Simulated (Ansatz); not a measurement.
# CH7BN+ (SMILES CB[NH3+]): one structure at several levels

The task here is to estimate one member of a computed series from the others.

Program: Ansatz 0.2.0, Gaussian basis. Level of theory: single points in def2-TZVPP. These are calculated values, not measurements.

Correlated methods freeze the cores.

### Starting geometry

10 atoms, charge 1, spin multiplicity 1.

Atoms are counted from 1 here; the program's logs count them from 0.

Bond lengths: C1–B2 1.562 Å, C1–H4 1.077 Å, C1–H5 0.933 Å, C1–H6 1.220 Å, B2–N3 1.602 Å, B2–H7 1.097 Å, N3–H8 1.138 Å, N3–H9 1.079 Å, N3–H10 0.872 Å. Angles: B2–C1–H4 107.8°, B2–C1–H5 114.1°, B2–C1–H6 110.5°, H4–C1–H5 119.8°, H4–C1–H6 93.1°, H5–C1–H6 109.5°, C1–B2–N3 117.9°, C1–B2–H7 130.4°, N3–B2–H7 111.3°, B2–N3–H8 104.1°, B2–N3–H9 106.6°, B2–N3–H10 116.9°, H8–N3–H9 99.4°, H8–N3–H10 117.4°, H9–N3–H10 110.5°.

Coordinates:

```xyz
10

C    -0.8941    0.7807   -0.7184
B     0.2234   -0.2918   -0.5199
N     0.8293   -0.4806    0.9509
H    -1.8185    0.2618   -0.9102
H    -0.6427    1.4972   -1.2612
H    -1.2782    1.2025    0.3600
H     0.6113   -1.0502   -1.2108
H     0.7346   -1.5972    1.1491
H     1.9010   -0.4084    0.8537
H     0.5411    0.0631    1.5692
```

The first run:

Input file run/in.yaml:

```yaml
crystal:
  periodic: [false, false, false]
  atoms:
    - {symbol: C, position_ang: [-0.894100, 0.780700, -0.718400]}
    - {symbol: B, position_ang: [0.223400, -0.291800, -0.519900]}
    - {symbol: N, position_ang: [0.829300, -0.480600, 0.950900]}
    - {symbol: H, position_ang: [-1.818500, 0.261800, -0.910200]}
    - {symbol: H, position_ang: [-0.642700, 1.497200, -1.261200]}
    - {symbol: H, position_ang: [-1.278200, 1.202500, 0.360000]}
    - {symbol: H, position_ang: [0.611300, -1.050200, -1.210800]}
    - {symbol: H, position_ang: [0.734600, -1.597200, 1.149100]}
    - {symbol: H, position_ang: [1.901000, -0.408400, 0.853700]}
    - {symbol: H, position_ang: [0.541100, 0.063100, 1.569200]}
basis:
  gaussian: {orbitals: def2-TZVPP}
total_charge: 1
correlation: {method: ccsd_t}
output: {forces: true}
```

The command line of these runs was not kept.

Steps of the session up to this table: CCSD(T)/def2-TZVPP; PBE0-D4/def2-TZVPP; wB97M-V/def2-TZVPP; r2SCAN-D4/def2-TZVPP; PBE-D4/def2-TZVPP; BHLYP-D4/def2-TZVPP; LC-wPBE/def2-TZVPP.

One table of the session follows, with a row left open; its other results are not shown here.

```
   method  RMS force component (eV/Å)  angle to CCSD(T) forces (°)
  CCSD(T)                       4.200                    reference
  PBE0-D4                       4.245                          1.2
  wB97M-V                       4.189                          0.8
r2SCAN-D4                       4.205                          1.3
   PBE-D4                           ?                            ?
 BHLYP-D4                       4.194                          2.3
  LC-wPBE                       4.283                          1.2
```

**Question.** Estimate the row for PBE-D4.

**Answer.** RMS force component (eV/Å): 4.230; angle to CCSD(T) forces (°): 2.4. In the column «RMS force component (eV/Å)» it lies between r2SCAN-D4 (4.205) and PBE0-D4 (4.245).
